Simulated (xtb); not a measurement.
DMSO (C2H6OS), SMILES CS(C)=O. All values are semi-empirical tight-binding results from xtb (GFN2-xTB unless named), good for trends rather than for accurate numbers. The structure is a stationary point at GFN2-xTB.

Optimised geometry:

```xyz
10

C     -1.1984     0.6935    -0.7964
S      0.0061    -0.5172    -0.0829
C      1.4549     0.6290    -0.1969
O     -0.3173    -0.6121     1.3393
H     -2.1769     0.2246    -0.7904
H     -0.9019     0.9221    -1.8133
H     -1.2184     1.5873    -0.1830
H      1.2438     1.5361     0.3578
H      2.3078     0.1226     0.2426
H      1.6476     0.8438    -1.2414
```

Computed properties:
```json
{
 "point_group_as_xtb_finds_it": "Cs",
 "orbital_gap": "5.06 eV",
 "zero_point_energy": "48.6 kcal/mol",
 "G − E(el) at 298.15 K (modified RRHO)": "30.5 kcal/mol",
 "static polarisability (D4 model)": "53.0 bohr³",
 "solvation energy, GFN2-xTB/ALPB(water)": "-7.7 kcal/mol",
 "solvation energy, GFN2-xTB/ALPB(acetone)": "-7.5 kcal/mol"
}
```

Computed atomic charges and the Wiberg bond orders between heavy atoms:
charges (e) C1 -0.14, S2 0.39, C3 -0.14, O4 -0.49, H5 0.06, H6 0.05, H7 0.07, H8 0.07, H9 0.06, H10 0.05. Bond orders C1–S2 0.95, S2–C3 0.95, S2–O4 1.83.
